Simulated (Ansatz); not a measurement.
# CH₄ (triplet): the correlation ladder at distance H1–H2 along a hydrogen transfer = 0.745 Å, cc-pVDZ

How much of the correlation energy of CH₄ (triplet) does each wave-function method recover here?

Method: cc-pVDZ, core rule «outside noble gas», up to 1 orbitals frozen; program: Ansatz 0.2.0, Gaussian basis.

Plan: UHF; CCSD(T) on ROHF; CCSD(T) on UHF; BCCD(T) on ROHF; CISD; CCSDT(Q) on ROHF; CCSDT(Q) on UHF; CISDTQ; CCSDTQ on ROHF; CCSDTQ on UHF; CASSCF and MRCISD+Q, 4 electrons in 4 orbitals; CASSCF and NEVPT2, 4 electrons in 4 orbitals; CASSCF and MRCISD+Q, 8 electrons in 8 orbitals; CASSCF and NEVPT2, 8 electrons in 8 orbitals; Full CI.

### 1 What is computed

The geometry derives from fragments relaxed apart (PBE0/def2-TZVP) and kept rigid, so it is no stationary point. A hydrogen atom is moved between rigid fragments.

5 atoms, charge 0, spin multiplicity 3.

Atoms are counted from 1 here; the program's logs count them from 0.

Bond lengths: H1–H2 0.745 Å, C3–H4 1.079 Å, C3–H5 1.079 Å. Angles: H4–C3–H5 134.8°.

Geometry (Å):

```xyz
5

H    -1.9595    0.0000    0.0000
H    -1.2145    0.0000    0.0000
C     0.1685    0.0000    0.0000
H     0.5830    0.0000    0.9962
H     0.5830    0.0000   -0.9962
```

### 2 UHF

in.yaml

```yaml
crystal:
  periodic: [false, false, false]
  atoms:
    - {symbol: H, position_ang: [-1.959487, 0.000000, 0.000000]}
    - {symbol: H, position_ang: [-1.214487, 0.000000, 0.000000]}
    - {symbol: C, position_ang: [0.168513, 0.000000, 0.000000]}
    - {symbol: H, position_ang: [0.582981, 0.000000, 0.996161]}
    - {symbol: H, position_ang: [0.582981, 0.000000, -0.996161]}
basis:
  gaussian: {orbitals: cc-pVDZ}
magnetization: {spin_polarized: true, initial_magnetization: 2}
hamiltonian: {xc: hf}
output: {orbitals: {seedname: orbitals}}
```

The run is started by

```sh
$ ansatz run in.yaml --threads 1 --pin off --events-out ev --progress --plain --max-ram 2764MiB --backend cpu
```

After this run come: CCSD(T) on ROHF; CCSD(T) on UHF; BCCD(T) on ROHF; CISD; CCSDT(Q) on ROHF; CCSDT(Q) on UHF; CISDTQ; CCSDTQ on ROHF; CCSDTQ on UHF; CASSCF and MRCISD+Q, 4 electrons in 4 orbitals; CASSCF and NEVPT2, 4 electrons in 4 orbitals; CASSCF and MRCISD+Q, 8 electrons in 8 orbitals; CASSCF and NEVPT2, 8 electrons in 8 orbitals; Full CI.

Q: Predict the results of all the runs planned. Wanted: FCI below the RHF energy; RMP2 from FCI; UMP2 from FCI; RCCSD from FCI; RCCSD(T) from FCI; UCCSD(T) from FCI; RCCSDT(Q) from FCI; UCCSDT(Q) from FCI; NEVPT2 pair from FCI.

The runs gave:

| quantity | value |
| --- | --- |
| FCI below the RHF energy | -4.7039 eV |
| RMP2 from FCI | +860.0 meV |
| UMP2 from FCI | +855.3 meV |
| RCCSD from FCI | +96.1 meV |
| RCCSD(T) from FCI | +17.2 meV |
| UCCSD(T) from FCI | +17.0 meV |
| RCCSDT(Q) from FCI | +0.2 meV |
| UCCSDT(Q) from FCI | -0.5 meV |
| NEVPT2 pair from FCI | +815.3 meV |
| MRCISD+Q pair from FCI | +8.7 meV |
| NEVPT2 valence from FCI | +704.5 meV |
| levels within 1 kcal/mol (43 meV) | RCCSD(T), UCCSD(T), BCCD(T), RCCSDT, UCCSDT, CISDTQ, RCCSDT(Q), UCCSDT(Q), RCCSDTQ, UCCSDTQ, MRCISD+Q pair, MRCISD+Q valence |
| T1 diagnostic | 0.027 |
| effectively unpaired electrons | 2.03 |

In words: RCCSD(T) misses by +17.2 meV, 0.4 % of the correlation energy. One determinant dominates. Of the multireference levels listed MRCISD+Q pair comes nearest in total energy (+8.7 meV), which doesn't show that its space is the better one. These misses are within one basis, not against nature; the frozen cores of restricted and unrestricted runs differ, which can shift their rows.
